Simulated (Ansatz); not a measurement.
This Ansatz (a program for electronic structure) input (CCSD(T)/cc-pVTZ) gives -129.69225 Eh with 60 basis functions.

Ansatz 0.2 input:
```yaml
crystal:
  periodic: [false, false, false]
  atoms:
    - {symbol: N, position_ang: [-0.00000000, -0.00000000, -0.67553048]}
    - {symbol: O, position_ang: [0.00000000, 0.00000000, 0.59108917]}
basis:
  gaussian:
    orbitals: cc-pVTZ
total_charge: -1
magnetization: {spin_polarized: true, initial_magnetization: 2}
correlation: {method: ccsd_t, electrons: outside_noble_gas}
```

Change:
```diff
- correlation: {method: ccsd_t, electrons: outside_noble_gas}
+ correlation: {method: ccsd_t, frozen_orbitals: {N: 0, O: 0}}
```

What does the run give now?

-129.71656 Eh (CCSD(T)/cc-pVTZ, 60 functions), a change of -24.31 mEh.
